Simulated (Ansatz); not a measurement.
Worked example: vertical ionisation energy of C4H9ClO (2-chloroethyl ethyl ether)

The species is C4H9ClO (15 atoms), meant as a singlet with charge 0. SMILES: `CCOCCCl`. The coordinates come from a PBE0-D4/def2-TZVP relaxation. This is one conformer, not always the lowest.

Both states at this one shape; open shells run unrestricted unless said. 1 Eh = 27.2114 eV.

| level | program | singlet C4H9ClO (Eh) | doublet C4H9ClO+ (Eh) |
| --- | --- | --- | --- |
| B3LYP/6-31G* (spherical functions) | Ansatz | -693.247316 | -692.899363 |
| BHLYP/6-31G* (spherical functions) | Ansatz | -693.091668 | -692.732858 |
| CCSD(T)/6-31G* (spherical functions), 10 core orbitals frozen | Ansatz | -691.948929 | -691.596073 |
| CCSD/6-31G* (spherical functions), 10 core orbitals frozen | Ansatz | -691.924973 | -691.570756 |

**Question.** Work out the vertical ionisation energy at each level.

**Answer.** 
1. B3LYP/6-31G* (spherical functions): -692.899363 − (-693.247316) = 0.347953 Eh = 9.47 eV.
2. BHLYP/6-31G* (spherical functions): -692.732858 − (-693.091668) = 0.358810 Eh = 9.76 eV.
3. CCSD(T)/6-31G* (spherical functions): -691.596073 − (-691.948929) = 0.352856 Eh = 9.60 eV.
4. CCSD/6-31G* (spherical functions): -691.570756 − (-691.924973) = 0.354217 Eh = 9.64 eV.

No measured value is set beside it here; the levels span 9.47 to 9.76 eV.
